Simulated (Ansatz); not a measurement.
This geometry of BClH2 + H4Si (9 atoms, charge 0, multiplicity 1) is a first-order saddle point.

Theory: RKS B3LYP-D4/def2-SVP in Ansatz 0.2.0.

```xyz
9
Properties=species:S:1:pos:R:3
B -0.163 -0.365 0.198
Cl 0.317 0.817 2.065
H 0.684 0.024 -0.559
H -1.332 -0.130 0.056
Si 0.141 -2.372 0.682
H -0.216 -2.954 -0.648
H 1.545 -2.742 1.024
H -0.769 -2.926 1.725
H 0.287 -0.559 1.628
```

(1) Which two structures does it join? (They come from a converged band through this point; their orientation in space is the band's.)

(2) How far does it lie above each of them?

## Answers

(1) Bonds broken: B1–Cl2, Si5–H9. Bonds formed: B1–Si5, Cl2–H9. BClH2 + H4Si becomes BH5Si + ClH.

First end point:

```xyz
9
Properties=species:S:1:pos:R:3
B -0.028 0.605 0.097
Cl 0.074 1.823 1.349
H 0.995 0.140 -0.326
H -1.112 0.301 -0.316
Si 0.114 -2.821 1.071
H -0.664 -2.919 -0.196
H 1.569 -2.951 0.780
H -0.313 -3.895 2.011
H -0.142 -1.492 1.701
```

Last end point:

```xyz
9
Properties=species:S:1:pos:R:3
B -0.082 -0.483 -0.121
Cl 0.387 0.597 2.061
H 0.800 0.127 -0.674
H -1.206 -0.057 -0.219
Si 0.195 -2.397 0.462
H -0.303 -3.339 -0.593
H 1.617 -2.756 0.754
H -0.587 -2.698 1.711
H -0.327 -0.202 2.792
```

(2) 1.50 eV above the first and 0.41 eV above the second. This is the barrier of this one path; another mechanism may lie lower. The orbitals stay closed-shell, which can raise the energy where a bond breaks towards radicals; this wasn't checked here.

Run time: 9.3 min on 1 thread of Arm Neoverse V2, on a shared host, peak memory 0.15 GiB.
